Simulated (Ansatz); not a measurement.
# C2H4B− (SMILES [CH-]=BC): one structure at several levels

An exercise on one series of results from a longer session: the logs are not shown, and one member is left open.

Computed with Ansatz 0.2.0, Gaussian basis. Level: single points in def2-TZVPPD.

Correlated methods freeze the cores.

### The starting structure

SMILES `[CH-]=BC`, 7 atoms, charge -1, spin multiplicity 1.

Atoms are counted from 1 here; the program's logs count them from 0.

Bond lengths: C1–B2 1.333 Å, C1–H4 1.076 Å, B2–C3 1.563 Å, C3–H5 1.111 Å, C3–H6 1.107 Å, C3–H7 1.109 Å. Angles: B2–C1–H4 177.7°, C1–B2–C3 175.6°, B2–C3–H5 111.7°, B2–C3–H6 109.1°, B2–C3–H7 108.0°, H5–C3–H6 106.8°, H5–C3–H7 110.5°, H6–C3–H7 110.8°.

Coordinates:

```xyz
7

C    -1.5211   -1.0588   -0.2821
B    -0.4668   -0.2725   -0.0668
C     0.8387    0.5601    0.1448
H    -2.3958   -1.6660   -0.4339
H     1.0414    1.2333   -0.7155
H     0.7154    1.2071    1.0351
H     1.6781   -0.1502    0.2879
```

The first run:

Contents of run/in.yaml:

```yaml
crystal:
  periodic: [false, false, false]
  atoms:
    - {symbol: C, position_ang: [-1.521145, -1.058780, -0.282063]}
    - {symbol: B, position_ang: [-0.466787, -0.272510, -0.066802]}
    - {symbol: C, position_ang: [0.838668, 0.560059, 0.144768]}
    - {symbol: H, position_ang: [-2.395767, -1.665996, -0.433926]}
    - {symbol: H, position_ang: [1.041407, 1.233307, -0.715482]}
    - {symbol: H, position_ang: [0.715375, 1.207071, 1.035076]}
    - {symbol: H, position_ang: [1.678133, -0.150195, 0.287879]}
basis:
  gaussian: {orbitals: "def2-TZVPPD.json"}
total_charge: -1
hamiltonian: {xc: pbe, dispersion: d4}
output: {forces: true}
```

The basis file named in the input lies beside it (Basis Set Exchange, JSON).

Run with:

```sh
$ ansatz run in.yaml --threads 2 --pin off --events-out ev --progress --plain --max-ram 3481MiB
```

Steps of the session up to this table: PBE-D4/def2-TZVPPD; r2SCAN-D4/def2-TZVPPD; PBE0-D4/def2-TZVPPD; wB97M-V/def2-TZVPPD; CCSD(T)/def2-TZVPPD.

One table of the session follows, with a row left open; its other results are not shown here.

```
   method  RMS force component (eV/Å)  angle to CCSD(T) forces (°)
   PBE-D4                       0.177                         39.3
r2SCAN-D4                           ?                            ?
  PBE0-D4                       0.299                         38.9
  wB97M-V                       0.380                         42.0
  CCSD(T)                       0.256                    reference
```

Estimate the missing values for r2SCAN-D4.

The run gave: RMS force component (eV/Å): 0.266; angle to CCSD(T) forces (°): 33.1. In the column «RMS force component (eV/Å)» it lies between CCSD(T) (0.256) and PBE0-D4 (0.299).

Limits of these values: The anion's highest level is positive in at least one run, so there the basis alone may hold the extra electron.
